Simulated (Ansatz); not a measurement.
Worked example: correlation energy of C–SiH–Cl⁺, doublet

Geometry: that of the C–SiH–Cl, triplet, kept fixed. The quartet lies 0.5 eV lower here.

```xyz
4

C     0.0000   -0.6614    2.1374
Si    0.0000    0.4102    0.6768
Cl    0.0000   -0.1549   -1.2791
H     0.0000    1.8982    0.6640
```

Basis cc-pVDZ; Ansatz 0.2.0. Correlated methods freeze the noble-gas cores, which leaves 15 electrons in 44 orbitals. Prefix R: restricted or restricted open-shell reference; prefix U: unrestricted.

Full CI isn't at hand for all of this; UCCSDT(Q) serves as the reference, and is uncertain by about the last step of the cluster series.

Unrestricted rows (U) aren't spin-pure: their determinants' ⟨S²⟩ exceeds S(S+1) by up to 0.71, so they mix in states of higher spin.

Runs differ by some tens of microhartree through their thresholds and, for an open shell, their frozen cores, so steps under 0.03 kcal/mol mean nothing.

```csv
level,total energy (hartree)
UHF,-786.451064
UMP2,-786.715850
UCCSD,-786.763239
UCCSD(T),-786.774467
UCCSDT,-786.773321
UCCSDT(Q),-786.774404
```

Q: What is the correlation energy at UCCSDT(Q), and what share of it do UMP2 and UCCSDT recover?

A: E(corr) = -786.774404 − (-786.451064) = -0.323340 hartree = -8.799 eV. UMP2: -0.264786 / -0.323340 = 81.89 %. UCCSDT: -0.322257 / -0.323340 = 99.67 %.

Q: By how many kcal/mol does UCCSD(T) miss UCCSDT(Q) (1 hartree = 627.509 kcal/mol), and which steps make up the rest?

A: -786.774467 − (-786.774404) = -0.000063 hartree = -0.04 kcal/mol. Steps: UCCSDT − UCCSD(T) = 0.72, UCCSDT(Q) − UCCSDT = -0.68 kcal/mol. That is within 1 kcal/mol of the reference in this basis, which itself misses far more of the correlation at the basis-set limit.
